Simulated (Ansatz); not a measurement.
A made-up structure of CH$_{2}$F, doublet:

```
4
angstrom
C -0.0131 -0.0483 -0.1348
F 0.7665 0.5625 0.3029
H -0.9026 0.5966 -0.3386
H 0.1493 -1.1109 0.1706
```

It is relaxed with PBE-D4/def2-SVP and then PBE0-D4/def2-TZVP (Ansatz 0.2.0). Atoms count as bonded within 1.22 times the sum of their covalent radii (H–H: 0.88 Å). The end point is not checked to be a true minimum.

Problem. Does its bonding change? (A judgement: the text doesn't fix the answer.)

Solution. By the calculation: No: no bond forms or breaks.

Where it ends: The first stage lowers the energy by 2.83 eV in 6 steps. It ends as CH₂F ([CH2][F]):
```tsv
atom	x (Å)	y (Å)	z (Å)
C1	-0.0300	-0.0576	-0.1311
F2	0.9505	0.6939	0.3635
H3	-0.9471	0.4721	-0.3519
H4	0.0266	-1.1085	0.1195
```

Labels in which every atom is bracketed show which atoms are joined, not bond orders.

For scale, one of the runs: PBE0-D4/def2-TZVP relaxation, 74 basis functions, launched by `ansatz run in.yaml --threads 2 --pin off --events-out ev --progress --plain --max-ram 4352MiB`. Hardware: 2 CPU threads of an Arm Neoverse V2, shared host. Wall time about 4 s.
